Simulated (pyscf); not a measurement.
A first-order saddle from PySCF, ωB97X-D3(BJ)/def2-SVP:

```
O
H 1 0.9740
H 1 1.1759 2 120.99
H 3 1.1159 1 127.66 2 -121.71
P 4 1.7857 3 84.95 1 10.39
```
Charge 0, spin multiplicity 3.

Surface: triplet, charge 0. Lowest wavenumbers (cm⁻¹): 1826i, 424, 546, 732, 836.

Problem. Which two sides does it connect, and which bonds change?

Solution. PH (SMILES [PH]) [triplet] + H₂O (SMILES O) ⇌ HO–P: (SMILES O[P]) [triplet] + H₂ (SMILES [H][H]), a four-centre exchange read from left to right: H–P, H–O broken and O–P, H–H formed. At ωB97M-D3(BJ)/def2-TZVP it lies +55.6 kcal/mol from the left side and +56.6 kcal/mol from the right (each side as separated species at their lowest minima found). The same reactants have a lower exit, to HO–PH• + H• (barrier +45.9 kcal/mol at ωB97M-D3(BJ)/def2-TZVP, against +55.6 kcal/mol here). HO–P: [triplet] lies 17.8 kcal/mol over its isomer O=PH (electronic energy, ωB97M-D3(BJ)/def2-TZVP). One saddle was located; it need not be the lowest between these sides.
